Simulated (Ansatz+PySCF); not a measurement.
Values are calculated unless marked as measured or tabulated.
A run of Ansatz (development build ahead of 0.2.0) on doublet C₂H₄NO at this shape:

```
atom    x (Å)    y (Å)    z (Å)
   H   2.1754  -0.0174   0.0226
   C   1.2636  -0.5966   0.0017
   C   0.0206   0.1239  -0.0004
   N  -1.1239  -0.6440  -0.0384
   H  -1.9998  -0.1604   0.0809
   H   1.3185  -1.6785  -0.0272
   H  -1.1029  -1.6318   0.1507
   O  -0.0208   1.3495   0.0043
```

Its results:

```
Converged                       : yes
Reference energy                : -207.42551 hartree
Correlation energy              : -0.74378 hartree
Total energy                    : -208.16930 hartree
Spin squared of the determinant : 0.750
Stability test                  : minimum among restricted orbitals
```

Forces (eV/Å):
| atom | Fx | Fy | Fz |
| --- | --- | --- | --- |
| H1 | -0.139 | -0.102 | -0.002 |
| C2 | 0.790 | -0.478 | -0.007 |
| C3 | -0.787 | 0.149 | 0.034 |
| N4 | -0.014 | -0.009 | -0.006 |
| H5 | 0.158 | -0.060 | -0.002 |
| H6 | -0.031 | 0.195 | 0.004 |
| H7 | 0.050 | 0.193 | -0.014 |
| O8 | -0.027 | 0.111 | -0.009 |

**Question.** Which input gives this output? Name the method, the orbitals and the basis set, and write the input.

**Answer.** ROHF-MP2 in cc-pVTZ.

```yaml
crystal:
  periodic: [false, false, false]
  atoms:
    - { symbol: H, position_ang: [2.17544, -0.01739, 0.02259] }
    - { symbol: C, position_ang: [1.26365, -0.5966, 0.00167] }
    - { symbol: C, position_ang: [0.02064, 0.12385, -0.00042] }
    - { symbol: "N", position_ang: [-1.12393, -0.64398, -0.03845] }
    - { symbol: H, position_ang: [-1.99984, -0.16039, 0.08093] }
    - { symbol: H, position_ang: [1.31848, -1.67851, -0.0272] }
    - { symbol: H, position_ang: [-1.10286, -1.63176, 0.15071] }
    - { symbol: O, position_ang: [-0.02084, 1.34951, 0.00434] }
basis:
  gaussian: { orbitals: cc-pVTZ }
magnetization:
  initial_magnetization: 1
hamiltonian:
  xc: hf
correlation:
  method: mp2
  frozen_orbitals: { C: 1, H: 0, "N": 1, O: 1 }
output:
  forces: true
```
